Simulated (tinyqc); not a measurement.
Worked calculation: CCSD on RHF in the sto-3g basis, frozen core, for H2O, spin multiplicity 1. Computed by tinyqc, a small Python program that keeps every step (integrals from PySCF). Settings: charge = 0, multiplicity = 1, basis = sto-3g, method = RHF, frozen orbitals = 1, energy threshold = 1e-10, iteration cap = 88, orthogonalisation = symmetric, start = core, DIIS depth = 6, amplitude equations = CCSD, DIIS depth for amplitudes = 6, cap on updates = 76. Command: `OMP_NUM_THREADS=1 python tinyqc.py 29625 29626 out.jsonl` (the two numbers bound the seeds that draw the settings). One thread of a shared host (Intel(R) Xeon(R) Processor @ 2.60GHz), about 0.3 s of CPU time with the checks. The early iterations of the SCF are left out here.

## One-electron integrals

Geometry (angstrom):
```
atom       x        y       z
O     0.0000   0.0000  0.0000
H     0.0000   0.7010  0.5840
H     0.0000  -0.7350  0.6120
```

Basis sto-3g: exponents (1/bohr^2) and contraction coefficients of normalised primitives:
```
element  l (shell)  exponent  coefficient
O            s (1)  130.7093       0.1543
O            s (1)   23.8089       0.5353
O            s (1)    6.4436       0.4446
O            s (2)    5.0332      -0.1000
O            s (2)    1.1696       0.3995
O            s (2)    0.3804       0.7001
O            p (3)    5.0332       0.1559
O            p (3)    1.1696       0.6077
O            p (3)    0.3804       0.3920
H            s (1)    3.4253       0.1543
H            s (1)    0.6239       0.5353
H            s (1)    0.1689       0.4446
```

Overlap, kinetic and nuclear-attraction integrals over the contracted functions; the nuclear repulsion is the sum of Za Zb / Rab.

nuclear repulsion = 9.434599 hartree

overlap S, order 1O 1s, 1O 2s, 1O 2px, 1O 2py, 1O 2pz, 2H 1s, 3H 1s:
$$\begin{pmatrix}
1.0000 & 0.2367 & 0.0000 & 0.0000 & 0.0000 & 0.0600 & 0.0541 \\
0.2367 & 1.0000 & 0.0000 & 0.0000 & 0.0000 & 0.5047 & 0.4753 \\
0.0000 & 0.0000 & 1.0000 & 0.0000 & 0.0000 & 0.0000 & 0.0000 \\
0.0000 & 0.0000 & 0.0000 & 1.0000 & 0.0000 & 0.3139 & -0.3026 \\
0.0000 & 0.0000 & 0.0000 & 0.0000 & 1.0000 & 0.2615 & 0.2519 \\
0.0600 & 0.5047 & 0.0000 & 0.3139 & 0.2615 & 1.0000 & 0.2811 \\
0.0541 & 0.4753 & 0.0000 & -0.3026 & 0.2519 & 0.2811 & 1.0000
\end{pmatrix}$$

kinetic energy T (hartree), order 1O 1s, 1O 2s, 1O 2px, 1O 2py, 1O 2pz, 2H 1s, 3H 1s:
$$\begin{pmatrix}
29.0032 & -0.1680 & 0.0000 & 0.0000 & 0.0000 & 0.0011 & -0.0025 \\
-0.1680 & 0.8081 & 0.0000 & 0.0000 & 0.0000 & 0.1513 & 0.1290 \\
0.0000 & 0.0000 & 2.5287 & 0.0000 & 0.0000 & 0.0000 & 0.0000 \\
0.0000 & 0.0000 & 0.0000 & 2.5287 & 0.0000 & 0.2458 & -0.2189 \\
0.0000 & 0.0000 & 0.0000 & 0.0000 & 2.5287 & 0.2048 & 0.1823 \\
0.0011 & 0.1513 & 0.0000 & 0.2458 & 0.2048 & 0.7600 & 0.0157 \\
-0.0025 & 0.1290 & 0.0000 & -0.2189 & 0.1823 & 0.0157 & 0.7600
\end{pmatrix}$$

nuclear attraction V (hartree), order 1O 1s, 1O 2s, 1O 2px, 1O 2py, 1O 2pz, 2H 1s, 3H 1s:
$$\begin{pmatrix}
-61.7517 & -7.4513 & 0.0000 & -0.0012 & -0.0209 & -1.9476 & -1.7518 \\
-7.4513 & -10.1677 & 0.0000 & -0.0111 & -0.2433 & -4.1859 & -3.8871 \\
0.0000 & 0.0000 & -10.0065 & 0.0000 & 0.0000 & 0.0000 & 0.0000 \\
-0.0012 & -0.0111 & 0.0000 & -10.1624 & -0.0067 & -2.3231 & 2.1949 \\
-0.0209 & -0.2433 & 0.0000 & -0.0067 & -10.1146 & -2.0211 & -1.9117 \\
-1.9476 & -4.1859 & 0.0000 & -2.3231 & -2.0211 & -6.0319 & -1.8224 \\
-1.7518 & -3.8871 & 0.0000 & 2.1949 & -1.9117 & -1.8224 & -5.8579
\end{pmatrix}$$

core Hamiltonian H = T + V (hartree), order 1O 1s, 1O 2s, 1O 2px, 1O 2py, 1O 2pz, 2H 1s, 3H 1s:
$$\begin{pmatrix}
-32.7485 & -7.6193 & 0.0000 & -0.0012 & -0.0209 & -1.9465 & -1.7543 \\
-7.6193 & -9.3596 & 0.0000 & -0.0111 & -0.2433 & -4.0347 & -3.7581 \\
0.0000 & 0.0000 & -7.4778 & 0.0000 & 0.0000 & 0.0000 & 0.0000 \\
-0.0012 & -0.0111 & 0.0000 & -7.6336 & -0.0067 & -2.0773 & 1.9759 \\
-0.0209 & -0.2433 & 0.0000 & -0.0067 & -7.5859 & -1.8163 & -1.7294 \\
-1.9465 & -4.0347 & 0.0000 & -2.0773 & -1.8163 & -5.2719 & -1.8067 \\
-1.7543 & -3.7581 & 0.0000 & 1.9759 & -1.7294 & -1.8067 & -5.0979
\end{pmatrix}$$

## Two-electron integrals

Functions are numbered as in S; the eight-fold symmetry (ij|kl) = (ji|kl) = (kl|ij) leaves the list below.

Two-electron integrals (ij|kl) in chemists' order, unique and non-zero (hartree):
```
(11|11) 4.7851      (21|11) 0.7414      (21|21) 0.1369      (22|11) 1.1189
(22|21) 0.2566      (22|22) 0.8172      (31|31) 0.0245      (32|31) 0.0378
(32|32) 0.1805      (33|11) 1.1158      (33|21) 0.2567      (33|22) 0.8170
(33|33) 0.8802      (41|41) 0.0245      (42|41) 0.0378      (42|42) 0.1805
(43|43) 0.0474      (44|11) 1.1158      (44|21) 0.2567      (44|22) 0.8170
(44|33) 0.7853      (44|44) 0.8802      (51|51) 0.0245      (52|51) 0.0378
(52|52) 0.1805      (53|53) 0.0474      (54|54) 0.0474      (55|11) 1.1158
(55|21) 0.2567      (55|22) 0.8170      (55|33) 0.7853      (55|44) 0.7853
(55|55) 0.8802      (61|11) 0.1913      (61|21) 0.0350      (61|22) 0.0651
(61|33) 0.0649      (61|41) 0.0012      (61|42) 0.0023      (61|44) 0.0652
(61|51) 0.0010      (61|52) 0.0019      (61|54) 1.82e-04    (61|55) 0.0651
(61|61) 0.0091      (62|11) 0.4357      (62|21) 0.1011      (62|22) 0.3528
(62|33) 0.3471      (62|41) 0.0058      (62|42) 0.0429      (62|44) 0.3571
(62|51) 0.0048      (62|52) 0.0357      (62|54) 0.0083      (62|55) 0.3540
(62|61) 0.0263      (62|62) 0.1839      (63|31) 0.0109      (63|32) 0.0623
(63|43) 0.0091      (63|53) 0.0075      (63|63) 0.0272      (64|11) 0.2311
(64|21) 0.0543      (64|22) 0.2027      (64|33) 0.1934      (64|41) 0.0137
(64|42) 0.0859      (64|44) 0.2172      (64|51) 0.0023      (64|52) 0.0196
(64|54) 0.0123      (64|55) 0.1973      (64|61) 0.0148      (64|62) 0.1283
(64|64) 0.1158      (65|11) 0.1926      (65|21) 0.0453      (65|22) 0.1689
(65|33) 0.1611      (65|41) 0.0023      (65|42) 0.0196      (65|44) 0.1658
(65|51) 0.0128      (65|52) 0.0787      (65|54) 0.0130      (65|55) 0.1795
(65|61) 0.0123      (65|62) 0.1069      (65|64) 0.0738      (65|65) 0.0887
(66|11) 0.5539      (66|21) 0.1305      (66|22) 0.5196      (66|33) 0.4985
(66|41) 0.0102      (66|42) 0.1024      (66|44) 0.5356      (66|51) 0.0085
(66|52) 0.0853      (66|54) 0.0310      (66|55) 0.5242      (66|61) 0.0343
(66|62) 0.3311      (66|64) 0.2642      (66|65) 0.2201      (66|66) 0.7746
(71|11) 0.1721      (71|21) 0.0315      (71|22) 0.0586      (71|33) 0.0585
(71|41) -0.0011     (71|42) -0.0021     (71|44) 0.0587      (71|51) 0.0009
(71|52) 0.0017      (71|54) -1.67e-04   (71|55) 0.0586      (71|61) 0.0080
(71|62) 0.0230      (71|64) 0.0117      (71|65) 0.0108      (71|66) 0.0296
(71|71) 0.0073      (72|11) 0.4042      (72|21) 0.0938      (72|22) 0.3290
(72|33) 0.3235      (72|41) -0.0054     (72|42) -0.0406     (72|44) 0.3330
(72|51) 0.0045      (72|52) 0.0338      (72|54) -0.0079     (72|55) 0.3301
(72|61) 0.0237      (72|62) 0.1430      (72|64) 0.0679      (72|65) 0.0812
(72|66) 0.2167      (72|71) 0.0220      (72|72) 0.1618      (73|31) 0.0100
(73|32) 0.0575      (73|43) -0.0085     (73|53) 0.0071      (73|63) 0.0204
(73|73) 0.0235      (74|11) -0.2188     (74|21) -0.0515     (74|22) -0.1928
(74|33) -0.1840     (74|41) 0.0126      (74|42) 0.0801      (74|44) -0.2064
(74|51) -0.0022     (74|52) -0.0188     (74|54) 0.0116      (74|55) -0.1878
(74|61) -0.0124     (74|62) -0.0699     (74|64) -0.0132     (74|65) -0.0387
(74|66) -0.0920     (74|71) -0.0126     (74|72) -0.1151     (74|74) 0.1046
(75|11) 0.1822      (75|21) 0.0428      (75|22) 0.1605      (75|33) 0.1532
(75|41) -0.0022     (75|42) -0.0188     (75|44) 0.1577      (75|51) 0.0118
(75|52) 0.0732      (75|54) -0.0123     (75|55) 0.1705      (75|61) 0.0113
(75|62) 0.0823      (75|64) 0.0382      (75|65) 0.0664      (75|66) 0.1373
(75|71) 0.0105      (75|72) 0.0959      (75|74) -0.0675     (75|75) 0.0797
(76|11) 0.1803      (76|21) 0.0422      (76|22) 0.1599      (76|33) 0.1561
(76|41) -4.17e-05   (76|42) -4.68e-04   (76|44) 0.1591      (76|51) 0.0032
(76|52) 0.0281      (76|54) -1.35e-04   (76|55) 0.1644      (76|61) 0.0109
(76|62) 0.0830      (76|64) 0.0494      (76|65) 0.0543      (76|66) 0.1535
(76|71) 0.0098      (76|72) 0.0784      (76|74) -0.0482     (76|75) 0.0521
(76|76) 0.0455      (77|11) 0.5324      (77|21) 0.1256      (77|22) 0.5036
(77|33) 0.4830      (77|41) -0.0096     (77|42) -0.0989     (77|44) 0.5190
(77|51) 0.0080      (77|52) 0.0823      (77|54) -0.0300     (77|55) 0.5080
(77|61) 0.0316      (77|62) 0.2253      (77|64) 0.0928      (77|65) 0.1408
(77|66) 0.3594      (77|71) 0.0297      (77|72) 0.3068      (77|74) -0.2495
(77|75) 0.2077      (77|76) 0.1535      (77|77) 0.7746
```

## Orthogonalisation

S = U s U^T; symmetric (Loewdin) form X = U s^(-1/2) U^T, so that X^T S X = 1.

eigenvalues of S: [0.3237, 0.4046, 0.8827, 1.0000, 1.0959, 1.3172, 1.9760]

X, order 1O 1s, 1O 2s, 1O 2px, 1O 2py, 1O 2pz, 2H 1s, 3H 1s:
$$\begin{pmatrix}
1.0243 & -0.1445 & 0.0000 & -0.0007 & -0.0112 & 0.0229 & 0.0217 \\
-0.1445 & 1.2664 & 0.0000 & 0.0124 & 0.1254 & -0.3283 & -0.2910 \\
0.0000 & 0.0000 & 1.0000 & 0.0000 & 0.0000 & 0.0000 & 0.0000 \\
-0.0007 & 0.0124 & 0.0000 & 1.1165 & 0.0053 & -0.2462 & 0.2303 \\
-0.0112 & 0.1254 & 0.0000 & 0.0053 & 1.0644 & -0.1669 & -0.1521 \\
0.0229 & -0.3283 & 0.0000 & -0.2462 & -0.1669 & 1.2469 & -0.1038 \\
0.0217 & -0.2910 & 0.0000 & 0.2303 & -0.1521 & -0.1038 & 1.2138
\end{pmatrix}$$

## Iteration 8 (converged): orbitals

converged F (hartree), order 1O 1s, 1O 2s, 1O 2px, 1O 2py, 1O 2pz, 2H 1s, 3H 1s:
$$\begin{pmatrix}
-20.2357 & -5.1642 & 0.0000 & -0.0011 & -0.0304 & -1.3281 & -1.1979 \\
-5.1642 & -2.4576 & 0.0000 & -0.0128 & -0.1431 & -1.1058 & -1.0299 \\
0.0000 & 0.0000 & -0.3960 & 0.0000 & 0.0000 & 0.0000 & 0.0000 \\
-0.0011 & -0.0128 & 0.0000 & -0.3326 & -0.0129 & -0.3989 & 0.3850 \\
-0.0304 & -0.1431 & 0.0000 & -0.0129 & -0.3717 & -0.3980 & -0.3855 \\
-1.3281 & -1.1058 & 0.0000 & -0.3989 & -0.3980 & -0.6477 & -0.4419 \\
-1.1979 & -1.0299 & 0.0000 & 0.3850 & -0.3855 & -0.4419 & -0.5841
\end{pmatrix}$$

Diagonalise F' = X^T F X, C = X C', fill 5 alpha and 5 beta electrons from the bottom; D = 2 C_occ C_occ^T. Each column has its largest component positive (the first on a tie).

F' = X^T F X (hartree):
$$\begin{pmatrix}
-19.8550 & -2.6945 & 0.0000 & 0.0002 & -0.0560 & -0.2269 & -0.1868 \\
-2.6945 & -1.2149 & 0.0000 & 0.0067 & 0.1208 & -0.5626 & -0.5119 \\
0.0000 & 0.0000 & -0.3960 & 0.0000 & 0.0000 & 0.0000 & 0.0000 \\
0.0002 & 0.0067 & 0.0000 & -0.0175 & -0.0034 & -0.4932 & 0.4762 \\
-0.0560 & 0.1208 & 0.0000 & -0.0034 & -0.1966 & -0.3597 & -0.3413 \\
-0.2269 & -0.5626 & 0.0000 & -0.4932 & -0.3597 & 0.0361 & -0.1231 \\
-0.1868 & -0.5119 & 0.0000 & 0.4762 & -0.3413 & -0.1231 & 0.0230
\end{pmatrix}$$

orbital energies (hartree): MO1 -20.2446, MO2 -1.2863, MO3 -0.6228, MO4 -0.4655, MO5 -0.3960, MO6 0.6307, MO7 0.7636

coefficients C, order 1O 1s, 1O 2s, 1O 2px, 1O 2py, 1O 2pz, 2H 1s, 3H 1s:
$$\begin{pmatrix}
0.9941 & -0.2315 & 0.0071 & 0.1069 & 0.0000 & 0.1307 & 0.0286 \\
0.0270 & 0.8235 & -0.0390 & -0.5561 & 0.0000 & -0.8923 & -0.2170 \\
0.0000 & 0.0000 & 0.0000 & 0.0000 & 1.0000 & 0.0000 & 0.0000 \\
0.0003 & 0.0125 & 0.6134 & -0.0143 & 0.0000 & 0.1814 & -0.9752 \\
0.0047 & 0.1428 & 0.0210 & 0.7687 & 0.0000 & -0.7509 & -0.1556 \\
-0.0065 & 0.1681 & 0.4454 & 0.2586 & 0.0000 & 0.6464 & 1.0251 \\
-0.0059 & 0.1506 & -0.4460 & 0.2874 & 0.0000 & 0.9371 & -0.6805
\end{pmatrix}$$

D after iteration 8, order 1O 1s, 1O 2s, 1O 2px, 1O 2py, 1O 2pz, 2H 1s, 3H 1s:
$$\begin{pmatrix}
2.1065 & -0.4470 & 0.0000 & 0.0005 & 0.1080 & -0.0292 & -0.0263 \\
-0.4470 & 1.9795 & 0.0000 & -0.0113 & -0.6212 & -0.0459 & -0.0372 \\
0.0000 & 0.0000 & 2.0000 & 0.0000 & 0.0000 & 0.0000 & 0.0000 \\
0.0005 & -0.0113 & 0.0000 & 0.7532 & 0.0073 & 0.5432 & -0.5516 \\
0.1080 & -0.6212 & 0.0000 & 0.0073 & 1.2236 & 0.4643 & 0.4662 \\
-0.0292 & -0.0459 & 0.0000 & 0.5432 & 0.4643 & 0.5871 & -0.1979 \\
-0.0263 & -0.0372 & 0.0000 & -0.5516 & 0.4662 & -0.1979 & 0.6085
\end{pmatrix}$$

## Convergence

Stop when the energy changes by less than 1e-10 hartree and every element of the error matrix X^T (F D S - S D F) X is below 3e-06.

Course of the cycle:
```
iteration  E (hartree)     change  largest element of the error matrix
1           -73.212580          -                             7.21e-01
2           -74.941837  -1.73e+00                             9.52e-02
3           -74.956087  -1.43e-02                             2.41e-02
4           -74.956849  -7.62e-04                             3.30e-03
5           -74.956878  -2.92e-05                             7.07e-04
6           -74.956880  -1.45e-06                             8.41e-05
7           -74.956880  -1.40e-08                             2.94e-06
8           -74.956880  -1.84e-11                             2.17e-07
```

PySCF RHF in the same basis = -74.956880 hartree

Converged in 8 iterations.

## Integrals over molecular orbitals

(pq|rs) = sum C_ip C_jq C_kr C_ls (ij|kl), one index at a time.

one-electron integrals over orbitals h = C^T H C (hartree):
$$\begin{pmatrix}
-32.7307 & 0.5553 & -0.0170 & -0.2454 & 0.0000 & -0.3004 & -0.0657 \\
0.5553 & -7.7038 & 0.0059 & 0.4165 & 0.0000 & 1.3728 & 0.3134 \\
-0.0170 & 0.0059 & -6.4380 & -0.0580 & 0.0000 & -0.3430 & 1.6481 \\
-0.2454 & 0.4165 & -0.0580 & -7.0260 & 0.0000 & 1.0517 & 0.1407 \\
0.0000 & 0.0000 & 0.0000 & 0.0000 & -7.4778 & 0.0000 & 0.0000 \\
-0.3004 & 1.3728 & -0.3430 & 1.0517 & 0.0000 & -5.3850 & 0.0440 \\
-0.0657 & 0.3134 & 1.6481 & 0.1407 & 0.0000 & 0.0440 & -5.5907
\end{pmatrix}$$

Two-electron integrals over orbitals (pq|rs), unique and non-zero (hartree); the lowest 1 orbital is frozen and left out:
```
(22|22) 0.7329    (32|22) 0.0075    (32|32) 0.1457    (33|22) 0.6526
(33|32) -0.0037   (33|33) 0.6418    (42|22) 0.0094    (42|32) 0.0005
(42|33) 0.0069    (42|42) 0.1214    (43|22) 0.0043    (43|32) 0.0172
(43|33) 0.0024    (43|42) -0.0059   (43|43) 0.0473    (44|22) 0.6740
(44|32) -0.0043   (44|33) 0.6044    (44|42) -0.1041   (44|43) 0.0080
(44|44) 0.7893    (52|52) 0.1433    (53|52) -0.0032   (53|53) 0.0296
(54|52) -0.0483   (54|53) 0.0021    (54|54) 0.0575    (55|22) 0.7468
(55|32) -0.0019   (55|33) 0.6356    (55|42) -0.0679   (55|43) 0.0077
(55|44) 0.7313    (55|55) 0.8802    (62|22) -0.1417   (62|32) 0.0096
(62|33) -0.0785   (62|42) -0.0194   (62|43) -0.0071   (62|44) -0.0865
(62|55) -0.1567   (62|62) 0.1014    (63|22) 0.0300    (63|32) 0.0354
(63|33) 0.0189    (63|42) -0.0143   (63|43) 0.0272    (63|44) 0.0291
(63|55) 0.0386    (63|62) -0.0210   (63|63) 0.0707    (64|22) -0.0910
(64|32) -0.0147   (64|33) -0.0427   (64|42) 0.0335    (64|43) -0.0041
(64|44) -0.1201   (64|55) -0.1127   (64|62) 0.0568    (64|63) -0.0248
(64|64) 0.0691    (65|52) -0.0580   (65|53) 0.0059    (65|54) 0.0025
(65|65) 0.0385    (66|22) 0.6201    (66|32) -0.0346   (66|33) 0.5788
(66|42) 0.0568    (66|43) -0.0173   (66|44) 0.5551    (66|55) 0.5946
(66|62) -0.0966   (66|63) -0.0126   (66|64) -0.0380   (66|66) 0.6156
(72|22) -0.0321   (72|32) -0.0356   (72|33) -0.0143   (72|42) 0.0005
(72|43) 0.0347    (72|44) -0.0232   (72|55) -0.0357   (72|62) 0.0101
(72|63) 0.0317    (72|64) 0.0151    (72|66) -0.0241   (72|72) 0.0631
(73|22) -0.1278   (73|32) 0.0118    (73|33) -0.0887   (73|42) 0.0766
(73|43) -0.0015   (73|44) -0.1567   (73|55) -0.1825   (73|62) 0.0726
(73|63) -0.0171   (73|64) 0.0731    (73|66) -0.0420   (73|72) 0.0234
(73|73) 0.1489    (74|22) -0.0087   (74|32) 0.0773    (74|33) -0.0091
(74|42) 0.0016    (74|43) -0.0049   (74|44) -0.0169   (74|55) -0.0145
(74|62) 0.0133    (74|63) 0.0380    (74|64) -0.0045   (74|66) -0.0278
(74|72) -0.0132   (74|73) 0.0190    (74|74) 0.0687    (75|52) -0.0129
(75|53) -0.0228   (75|54) 0.0017    (75|65) 0.0031    (75|75) 0.0245
(76|22) 0.0052    (76|32) 0.0911    (76|33) -0.0086   (76|42) 0.0119
(76|43) 0.0415    (76|44) -0.0123   (76|55) -0.0036   (76|62) -0.0065
(76|63) 0.0537    (76|64) -0.0134   (76|66) -0.0328   (76|72) 0.0109
(76|73) 0.0200    (76|74) 0.0517    (76|76) 0.1004    (77|22) 0.6286
(77|32) 0.0390    (77|33) 0.6137    (77|42) -0.0091   (77|43) 0.0183
(77|44) 0.6070    (77|55) 0.6246    (77|62) -0.0689   (77|63) 0.0404
(77|64) -0.0445   (77|66) 0.5575    (77|72) -0.0119   (77|73) -0.0804
(77|74) 0.0173    (77|76) 0.0316    (77|77) 0.6348
```

## CCSD: starting amplitudes

t_ij^ab = <ij||ab> / (e_i + e_j - e_a - e_b), whose energy is MP2.

Starting amplitudes (spin orbitals 1a, 1b, ...; amplitudes related by a flip of all spins are not repeated; the 24 largest):
```
from      to        t
3a 3b  7a 7b  -0.0537
4a 4b  6a 6b  -0.0315
3a 4b  6b 7a   0.0295
3a 3b  6a 6b  -0.0282
4a 4b  7a 7b  -0.0279
2a 2b  6a 6b  -0.0264
2a 3b  6a 7b  -0.0220
2a 4b  6a 6b  -0.0189
5a 5b  6a 6b  -0.0187
2a 2b  7a 7b  -0.0154
3a 4b  6a 7b  -0.0153
3a 4a  6a 7a   0.0142
2a 3a  6a 7a  -0.0124
5a 5b  7a 7b  -0.0106
3a 4b  6a 6b   0.0106
2a 3b  6b 7a   0.0096
3a 4b  7a 7b  -0.0073
2a 3b  7a 7b  -0.0068
2a 3b  6a 6b   0.0066
3a 3b  6a 7b   0.0065
2a 4b  6b 7a   0.0048
2a 4b  6a 7b  -0.0042
2a 4b  7a 7b   0.0040
2a 2b  6a 7b  -0.0025
```

correlation energy = -0.034195 hartree

## CCSD: amplitude update 1

t_i^a D_i^a and t_ij^ab D_ij^ab are set to the remaining terms of the spin-orbital equations, evaluated with the old amplitudes; for the doubles these are <ij||ab> + 1/2 <ab||ef> t_ij^ef + 1/2 <mn||ij> t_mn^ab + P(ij)P(ab) <mb||ej> t_im^ae + terms in t^2 + terms with t1, D the orbital-energy denominators.

Amplitudes after update 1 (spin orbitals 1a, 1b, ...; amplitudes related by a flip of all spins are not repeated; the 24 largest):
```
from      to        t
3a 3b  7a 7b  -0.0679
4a 4b  6a 6b  -0.0389
3a 4b  6b 7a   0.0376
3a 3b  6a 6b  -0.0375
4a 4b  7a 7b  -0.0356
2a 2b  6a 6b  -0.0305
2a 3b  6a 7b  -0.0273
2a 4b  6a 6b  -0.0261
5a 5b  6a 6b  -0.0232
3a 4b  6a 7b  -0.0228
2a 2b  7a 7b  -0.0170
2a 3b  6b 7a   0.0149
3a 4a  6a 7a   0.0149
3a 4b  6a 6b   0.0145
2a 3a  6a 7a  -0.0124
5a 5b  7a 7b  -0.0114
3a 4b  7a 7b  -0.0097
2a 3b  7a 7b  -0.0091
2a 3b  6a 6b   0.0088
3a 3b  6a 7b   0.0081
2a 4b  6b 7a   0.0059
2a 4b  6a 7b  -0.0054
4a        6a   0.0053
2a 4b  7a 7b   0.0033
```

correlation energy = -0.043064 hartree

## CCSD: convergence

E_corr = 1/4 sum <ij||ab> t_ij^ab + 1/2 sum <ij||ab> t_i^a t_j^b; stop when the norm of the change is below 1e-8.

Course of the amplitude iterations:
```
update  correlation energy (hartree)  norm of the change
0                          -0.034195                   -
1                          -0.043064            6.33e-02
2                          -0.045739            2.25e-02
3                          -0.047210            8.96e-03
4                          -0.047206            1.05e-03
5                          -0.047209            2.15e-04
6                          -0.047209            1.69e-05
7                          -0.047209            4.10e-06
8                          -0.047209            6.33e-07
9                          -0.047209            1.14e-07
10                         -0.047209            2.76e-08
11                         -0.047209            4.31e-09
```

Converged amplitudes (spin orbitals 1a, 1b, ...; amplitudes related by a flip of all spins are not repeated; the 24 largest):
```
from      to        t
3a 3b  7a 7b  -0.0746
4a 4b  6a 6b  -0.0442
3a 4b  6b 7a   0.0421
3a 3b  6a 6b  -0.0421
4a 4b  7a 7b  -0.0399
2a 2b  6a 6b  -0.0315
2a 4b  6a 6b  -0.0300
3a 4b  6a 7b  -0.0290
2a 3b  6a 7b  -0.0287
5a 5b  6a 6b  -0.0252
2a 3b  6b 7a   0.0182
3a 4b  6a 6b   0.0172
2a 2b  7a 7b  -0.0168
3a 4a  6a 7a   0.0131
4a        6a   0.0115
3a 4b  7a 7b  -0.0113
5a 5b  7a 7b  -0.0106
2a 3a  6a 7a  -0.0105
2a 3b  7a 7b  -0.0101
2a 3b  6a 6b   0.0098
3a 3b  6a 7b   0.0088
2a 4b  6b 7a   0.0062
2a 4b  6a 7b  -0.0059
2a 2b  6a 7b  -0.0036
```

CCSD total energy = -75.004089 hartree

T1 diagnostic, norm of the one-spin t1 over sqrt(correlated electrons) = 0.0043

Converged in 11 updates, with DIIS from the third.
